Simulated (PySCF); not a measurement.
Species: C₃H₆NO (charge -1).
Atom-mapped SMILES: `[H]/[N:5]=[CH:4]/[C@H:2]([CH3:1])[O-:3]` (hydrogens: H6, H7, H8 on C1; H9 on C2; H10 on C4; H11 on N5)

Method used: PBE0-D3(BJ)/def2-SVP geometry optimisation, gas phase (PySCF).

Question: List the bond lengths, angles and torsions at this level.

Answer: 
```tsv
bond	length (Å)
C1–C2	1.552
C2–O3	1.323
C2–C4	1.517
C4=N5	1.282
C1–H6, C1–H7, C1–H8	1.106
C2–H9	1.142
C4–H10	1.115
N5–H11	1.028
```

Bonds in one row agree within 0.01 Å and their mean is given. A selection of angles:
```tsv
angle	degrees
C2–C1–H6	109.1
C2–C1–H7	114.4
C2–C1–H8	107.8
H6–C1–H7	109.2
H6–C1–H8	106.8
C1–C2–O3	114.1
C1–C2–C4	110.3
C1–C2–H9	104.9
O3–C2–C4	104.7
O3–C2–H9	117.3
C4–C2–H9	105.1
C2–C4–N5	126.5
C2–C4–H10	109.6
N5–C4–H10	123.0
C4–N5–H11	108.7
```

Dihedral angles: C1–C2–C4–N5 -122° (anticlinal); H11–N5–C4–C2 -168° (antiperiplanar).

The C–C distances run from 1.517 Å (C2–C4, drawn single) to 1.552 Å (C1–C2, drawn single), a spread of 0.035 Å. C4 (imine carbon) is almost planar (angles 126.5°, 123.0° and 109.6°, sum 359.1°, 0.07 Å off the plane of its three neighbours).

Point group: C1 (no symmetry element, even within 0.4 Å). No PBE0-D3(BJ)/def2-SVP frequencies stand behind this structure, so it isn't proved a minimum.

One conformer stands for the species.
